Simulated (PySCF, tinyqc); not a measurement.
Worked calculation: CCSD on RHF in the sto-3g basis, frozen core, for HF, spin multiplicity 1. The lowest restricted solution is unstable here: a spin-polarised one lies 0.0148 hartree lower (PySCF). Computed by tinyqc, a small Python program that keeps every step (integrals from PySCF). Settings: charge = 0, multiplicity = 1, basis = sto-3g, method = RHF, frozen orbitals = 1, energy threshold = 1e-10, iteration cap = 68, orthogonalisation = canonical, start = core, DIIS depth = 6, amplitude equations = CCSD, DIIS depth for amplitudes = 6, cap on updates = 57. Command: `OMP_NUM_THREADS=1 python tinyqc.py 26227 26228 out.jsonl` (the two numbers bound the seeds that draw the settings). One thread of a shared host (Intel(R) Xeon(R) Processor @ 2.60GHz), about 0.2 s of CPU time with the checks. The early iterations of the SCF are left out here.

## One-electron integrals

Geometry (angstrom):
```
atom         x         y         z
F     0.000000  0.000000  0.000000
H     0.000000  0.000000  1.332000
```

Basis sto-3g: exponents (1/bohr^2) and contraction coefficients of normalised primitives:
```
element  l (shell)    exponent  coefficient
F            s (1)  166.679130     0.154329
F            s (1)   30.360812     0.535328
F            s (1)    8.216821     0.444635
F            s (2)    6.464803    -0.099967
F            s (2)    1.502281     0.399513
F            s (2)    0.488588     0.700115
F            p (3)    6.464803     0.155916
F            p (3)    1.502281     0.607684
F            p (3)    0.488588     0.391957
H            s (1)    3.425251     0.154329
H            s (1)    0.623914     0.535328
H            s (1)    0.168855     0.444635
```

Overlap, kinetic and nuclear-attraction integrals over the contracted functions; the nuclear repulsion is the sum of Za Zb / Rab.

nuclear repulsion = 3.57552170 hartree

overlap S, lower triangle:
```
           1F 1s     1F 2s    1F 2px    1F 2py    1F 2pz     2H 1s
1F 1s   1.000000
1F 2s   0.237990  1.000000
1F 2px  0.000000  0.000000  1.000000
1F 2py  0.000000  0.000000  0.000000  1.000000
1F 2pz  0.000000  0.000000  0.000000  0.000000  1.000000
2H 1s   0.018559  0.223822  0.000000  0.000000  0.201363  1.000000
```

kinetic energy T (hartree), lower triangle:
```
            1F 1s     1F 2s    1F 2px    1F 2py    1F 2pz     2H 1s
1F 1s   36.984577
1F 2s   -0.212858  1.037995
1F 2px   0.000000  0.000000  3.248015
1F 2py   0.000000  0.000000  0.000000  3.248015
1F 2pz   0.000000  0.000000  0.000000  0.000000  3.248015
2H 1s   -0.006081  0.000372  0.000000  0.000000  0.055055  0.760032
```

nuclear attraction V (hartree), lower triangle:
```
             1F 1s       1F 2s      1F 2px      1F 2py      1F 2pz      2H 1s
1F 1s   -77.406860
1F 2s    -9.271357  -11.938392
1F 2px    0.000000    0.000000  -11.831586
1F 2py    0.000000    0.000000    0.000000  -11.831586
1F 2pz   -0.007136   -0.089100    0.000000    0.000000  -11.874651
2H 1s    -0.740102   -1.859483    0.000000    0.000000   -1.418933  -4.772868
```

core Hamiltonian H = T + V (hartree), lower triangle:
```
             1F 1s       1F 2s     1F 2px     1F 2py     1F 2pz      2H 1s
1F 1s   -40.422283
1F 2s    -9.484215  -10.900396
1F 2px    0.000000    0.000000  -8.583571
1F 2py    0.000000    0.000000   0.000000  -8.583571
1F 2pz   -0.007136   -0.089100   0.000000   0.000000  -8.626636
2H 1s    -0.746182   -1.859112   0.000000   0.000000  -1.363878  -4.012836
```

## Two-electron integrals

Functions are numbered as in S; the eight-fold symmetry (ij|kl) = (ji|kl) = (kl|ij) leaves the list below.

Two-electron integrals (ij|kl) in chemists' order, unique and non-zero (hartree):
```
(11|11) 5.403501   (21|11) 0.841920   (21|21) 0.156299   (22|11) 1.268028
(22|21) 0.292344   (22|22) 0.926167   (31|31) 0.027998   (32|31) 0.043169
(32|32) 0.204588   (33|11) 1.264502   (33|21) 0.292403   (33|22) 0.925959
(33|33) 0.997514   (41|41) 0.027998   (42|41) 0.043169   (42|42) 0.204588
(43|43) 0.053770   (44|11) 1.264502   (44|21) 0.292403   (44|22) 0.925959
(44|33) 0.889973   (44|44) 0.997514   (51|51) 0.027998   (52|51) 0.043169
(52|52) 0.204588   (53|53) 0.053770   (54|54) 0.053770   (55|11) 1.264502
(55|21) 0.292403   (55|22) 0.925959   (55|33) 0.889973   (55|44) 0.889973
(55|55) 0.997514   (61|11) 0.066412   (61|21) 0.012236   (61|22) 0.022778
(61|33) 0.022746   (61|44) 0.022746   (61|51) 0.000471   (61|52) 0.000893
(61|55) 0.022846   (61|61) 0.000967   (62|11) 0.189946   (62|21) 0.044474
(62|22) 0.159980   (62|33) 0.157581   (62|44) 0.157581   (62|51) 0.002977
(62|52) 0.024620   (62|55) 0.164615   (62|61) 0.003535   (62|62) 0.035827
(63|31) 0.004387   (63|32) 0.027038   (63|53) 0.005005   (63|63) 0.005030
(64|41) 0.004387   (64|42) 0.027038   (64|54) 0.005005   (64|64) 0.005030
(65|11) 0.138474   (65|21) 0.032811   (65|22) 0.126519   (65|33) 0.121382
(65|44) 0.121382   (65|51) 0.006273   (65|52) 0.045101   (65|55) 0.136649
(65|61) 0.002698   (65|62) 0.034932   (65|65) 0.038925   (66|11) 0.393931
(66|21) 0.093692   (66|22) 0.389728   (66|33) 0.378682   (66|44) 0.378682
(66|51) 0.006726   (66|52) 0.079934   (66|55) 0.411543   (66|61) 0.007464
(66|62) 0.119465   (66|65) 0.136635   (66|66) 0.774606
```

## Orthogonalisation

S = U s U^T; canonical form X = U s^(-1/2), so that X^T S X = 1. Each column of U has its largest component positive (the first on a tie).

eigenvalues of S: 0.648738  0.857749  1.000000  1.000000  1.124578  1.368936

X:
```
                1          2         3          4          5         6
1F 1s   -0.497499   0.639981  0.000000   0.000000  -0.517909  0.369078
1F 2s    0.789678  -0.346643  0.000000   0.000000  -0.300983  0.534101
1F 2px   0.000000   0.000000  0.999705  -0.024282   0.000000  0.000000
1F 2py   0.000000   0.000000  0.024282   0.999705   0.000000  0.000000
1F 2pz   0.407194   0.651411  0.000000   0.000000   0.619341  0.266316
2H 1s   -0.710318  -0.460183  0.000000   0.000000   0.383168  0.487942
```

Within a degenerate level the vectors are fixed only up to a rotation; this is one choice.

## Iteration 7 (converged): orbitals

converged F (hartree), lower triangle:
```
             1F 1s      1F 2s     1F 2px     1F 2py     1F 2pz      2H 1s
1F 1s   -25.921608
1F 2s    -6.626072  -3.014038
1F 2px    0.000000   0.000000  -0.464465
1F 2py    0.000000   0.000000   0.000000  -0.464465
1F 2pz   -0.013315  -0.013691   0.000000   0.000000  -0.194128
2H 1s    -0.528091  -0.541837   0.000000   0.000000  -0.390352  -0.243428
```

Diagonalise F' = X^T F X, C = X C', fill 5 alpha and 5 beta electrons from the bottom; D = 2 C_occ C_occ^T. Each column has its largest component positive (the first on a tie).

F' = X^T F X (hartree), lower triangle:
```
           1          2          3          4          5          6
1  -2.786963
2   4.887948  -7.805752
3   0.000000   0.000000  -0.464465
4   0.000000   0.000000   0.000000  -0.464465
5  -4.488192   8.088898   0.000000   0.000000  -9.239025
6   3.634791  -6.896521   0.000000   0.000000   7.795850  -7.655450
```

orbital energies (hartree): MO1 -25.930795, MO2 -1.408028, MO3 -0.464465, MO4 -0.464465, MO5 -0.456968, MO6 0.308601

coefficients C:
```
              MO1        MO2       MO3        MO4        MO5        MO6
1F 1s    0.995022  -0.259825  0.000000   0.000000   0.043203   0.045679
1F 2s    0.020331   1.005609  0.000000   0.000000  -0.219006  -0.244912
1F 2px   0.000000   0.000000  0.997377  -0.072381   0.000000   0.000000
1F 2py   0.000000   0.000000  0.072381   0.997377   0.000000   0.000000
1F 2pz   0.001002   0.015991  0.000000   0.000000   0.685569  -0.757886
2H 1s   -0.002539   0.085220  0.000000   0.000000   0.612122   0.848094
```

D after iteration 7, lower triangle:
```
            1F 1s      1F 2s    1F 2px    1F 2py    1F 2pz     2H 1s
1F 1s    2.118888
1F 2s   -0.501030   2.119251
1F 2px   0.000000   0.000000  2.000000
1F 2py   0.000000   0.000000  0.000000  2.000000
1F 2pz   0.052921  -0.268085  0.000000  0.000000  0.940522
2H 1s    0.003554  -0.096824  0.000000  0.000000  0.842023  0.763924
```

Within a degenerate level the vectors are fixed only up to a rotation; this is one choice.

## Convergence

Stop when the energy changes by less than 1e-10 hartree and every element of the error matrix X^T (F D S - S D F) X is below 3e-06.

Course of the cycle:
```
iteration   E (hartree)     change  largest element of the error matrix
1          -97.90240809          -                             3.45e-01
2          -98.45045349  -5.48e-01                             1.42e-01
3          -98.47633225  -2.59e-02                             3.43e-02
4          -98.47702667  -6.94e-04                             1.86e-03
5          -98.47702924  -2.57e-06                             5.63e-05
6          -98.47702924  -2.48e-09                             3.21e-07
7          -98.47702924  -9.95e-14                             1.58e-09
```

PySCF RHF in the same basis = -98.47702924 hartree

Converged in 7 iterations.

## Integrals over molecular orbitals

(pq|rs) = sum C_ip C_jq C_kr C_ls (ij|kl), one index at a time.

one-electron integrals over orbitals h = C^T H C (hartree), lower triangle:
```
            1          2          3          4          5          6
1  -40.405131
2    0.725962  -9.119240
3    0.000000   0.000000  -8.583571
4    0.000000   0.000000   0.000000  -8.583571
5   -0.113504   0.452117   0.000000   0.000000  -6.636317
6   -0.125155   0.690928   0.000000   0.000000   2.345560  -5.932111
```

Two-electron integrals over orbitals (pq|rs), unique and non-zero (hartree); the lowest 1 orbital is frozen and left out:
```
(22|22) 0.877581    (32|32) 0.190724    (33|22) 0.898251    (33|33) 0.997514
(42|42) 0.190724    (43|43) 0.053770    (44|22) 0.898251    (44|33) 0.889973
(44|44) 0.997514    (52|22) -0.045567   (52|33) -0.060464   (52|44) -0.060464
(52|52) 0.128647    (53|32) -0.024389   (53|53) 0.033389    (54|42) -0.024389
(54|54) 0.033389    (55|22) 0.676274    (55|33) 0.662249    (55|44) 0.662249
(55|52) -0.009801   (55|55) 0.658883    (62|22) -0.074670   (62|33) -0.074450
(62|44) -0.074450   (62|52) -0.081631   (62|55) -0.020407   (62|62) 0.091282
(63|32) -0.024988   (63|53) -0.023391   (63|63) 0.028541    (64|42) -0.024988
(64|54) -0.023391   (64|64) 0.028541    (65|22) -0.251558   (65|33) -0.256844
(65|44) -0.256844   (65|52) 0.073613    (65|55) -0.088123   (65|62) 0.031462
(65|65) 0.243438    (66|22) 0.629521    (66|33) 0.615463    (66|44) 0.615463
(66|52) 0.040390    (66|55) 0.639094    (66|62) -0.049481   (66|65) -0.028484
(66|66) 0.662562
```

## CCSD: starting amplitudes

t_ij^ab = <ij||ab> / (e_i + e_j - e_a - e_b), whose energy is MP2.

Starting amplitudes (spin orbitals 1a, 1b, ...; amplitudes related by a flip of all spins are not repeated):
```
from      to          t
5a 5b  6a 6b  -0.158992
2a 2b  6a 6b  -0.026588
3a 3b  6a 6b  -0.018460
4a 4b  6a 6b  -0.018460
2a 5b  6a 6b  -0.012675
```

correlation energy = -0.04298283 hartree

## CCSD: amplitude update 1

t_i^a D_i^a and t_ij^ab D_ij^ab are set to the remaining terms of the spin-orbital equations, evaluated with the old amplitudes; for the doubles these are <ij||ab> + 1/2 <ab||ef> t_ij^ef + 1/2 <mn||ij> t_mn^ab + P(ij)P(ab) <mb||ej> t_im^ae + terms in t^2 + terms with t1, D the orbital-energy denominators.

Amplitudes after update 1 (spin orbitals 1a, 1b, ...; amplitudes related by a flip of all spins are not repeated):
```
from      to          t
5a 5b  6a 6b  -0.230145
2a 2b  6a 6b  -0.025106
2a 5b  6a 6b  -0.021375
4a 4b  6a 6b  -0.019882
3a 3b  6a 6b  -0.019882
5a        6a   0.014648
2a        6a  -0.003641
```

correlation energy = -0.06074765 hartree

## CCSD: convergence

E_corr = 1/4 sum <ij||ab> t_ij^ab + 1/2 sum <ij||ab> t_i^a t_j^b; stop when the norm of the change is below 1e-8.

Course of the amplitude iterations:
```
update  correlation energy (hartree)  norm of the change
0                        -0.04298283                   -
1                        -0.06074765            1.46e-01
2                        -0.06857843            6.64e-02
3                        -0.07467736            2.95e-02
4                        -0.07452960            1.32e-03
5                        -0.07462546            3.40e-04
6                        -0.07459328            1.70e-04
7                        -0.07458795            1.28e-05
8                        -0.07459130            1.67e-05
9                        -0.07459130            2.75e-08
10                       -0.07459130            2.42e-10
```

Converged amplitudes (spin orbitals 1a, 1b, ...; amplitudes related by a flip of all spins are not repeated):
```
from      to          t
5a 5b  6a 6b  -0.288561
5a        6a   0.025187
2a 5b  6a 6b  -0.024939
2a 2b  6a 6b  -0.020625
4a 4b  6a 6b  -0.018226
3a 3b  6a 6b  -0.018226
2a        6a  -0.009420
```

CCSD total energy = -98.55162054 hartree

T1 diagnostic, norm of the one-spin t1 over sqrt(correlated electrons) = 0.009508

Converged in 10 updates, with DIIS from the third.
